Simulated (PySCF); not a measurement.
## Computed and reference excited states of 1,3,5-triazine, `c1ncncn1`

Published values to compare with (the computed states carry no symmetry labels, so the two lists aren't matched line by line):

```csv
state,E (eV),f,kind of transition,source
3A2''(n→π*),4.33,,vertical absorption,[1]
3E''(n→π*),4.51,,vertical absorption,[1]
1A2''(n→π*),4.59,,band maximum or as reported,[2]
1A1''(n→π*),4.72,,vertical absorption,[1]
3A1''(n→π*),4.73,,vertical absorption,[1]
1A2''(n→π*),4.75,0.014,vertical absorption,[1]
1E''(n→π*),4.78,,vertical absorption,[1]
3A1'(π→π*),4.85,,vertical absorption,[1]
3E'(π→π*),5.59,,vertical absorption,[1]
1A2'(π→π*),5.70,,band maximum or as reported,[2]
1A2'(π→π*),5.75,,vertical absorption,[1]
3A2'(π→π*),6.62,,vertical absorption,[1]
1A1'(π→π*),6.86,,band maximum or as reported,[2]
1A1'(π→π*),7.24,,vertical absorption,[1]
1E'(n→3s),7.32,0.016,vertical absorption,[1]
1E'(π→π*),7.76,,band maximum or as reported,[2]
1E''(n→π*),7.78,,vertical absorption,[1]
1E'(π→π*),7.94,0.451,vertical absorption,[1]
```

[1] computed, theoretical best estimate (aug-cc-pVTZ, frozen core, CC3 geometry), gas; Veril, Scemama, Caffarel, Lipparini, Boggio-Pasqua, Jacquemin, Loos, WIREs Comput. Mol. Sci. 2021, 11, e1517 (QUESTDB)
[2] measured, gas; Loos, Lipparini, Boggio-Pasqua, Scemama, Jacquemin (2019), arXiv:1912.04173, literature columns

Species: 1,3,5-triazine, C3H3N3.
Atom-mapped SMILES: `[cH:1]1[n:2][cH:3][n:4][cH:5][n:6]1` (hydrogens: H7 on C1; H8 on C3; H9 on C5)

Cartesian coordinates in Å at the PBE0-D3(BJ)/def2-SVP level; atoms count from 1:
```
atom  x, y, z in Å
C1     1.2088   -0.3949   -0.2566
N2     0.2120   -1.2339   -0.5213
C3    -0.9927   -0.7807   -0.1887
N4    -1.2475    0.4016    0.3634
C5    -0.1721    1.1528    0.5786
N6     1.0798    0.8095    0.2914
H7     2.2239   -0.7246   -0.5111
H8    -1.8486   -1.4384   -0.3861
H9    -0.3309    2.1393    1.0319
```

Computed with TDDFT CAM-B3LYP/def2-SVPD, vertical, gas phase, core orbitals frozen in the response (PySCF).

Computed singlets: 4.74 eV (f 0.000); 4.83 eV (f 0.000 summed over 2 states); 4.86 eV (f 0.015); 6.34 eV (f 0.000); 7.24 eV (f 0.000); 7.69 eV (f 0.000 summed over 2 states); 7.90 eV (f 0.036 summed over 2 states). Computed triplets (Tamm–Dancoff): 4.22, 4.40, 4.40 eV.

**Question.** How does the lowest computed singlet compare with the best estimate listed for the lowest singlet (vertical absorption)?

**Answer.** 4.74 eV against 4.72 eV for 1A1''(n→π*) [1]: a difference of +0.02 eV. Geometry and basis of the two calculations needn't be the same.

**Question.** How does the lowest computed triplet compare with the best estimate listed for the lowest triplet (vertical absorption)?

**Answer.** 4.22 eV against 4.33 eV for 3A2''(n→π*) [1]: a difference of -0.11 eV. Geometry and basis of the two calculations needn't be the same.

A measured band maximum holds vibronic effects and, in solution, solvent shifts, so it needn't equal the vertical energy.

All these states lie below the vertical ionisation energy of 10.60 eV (ΔSCF).
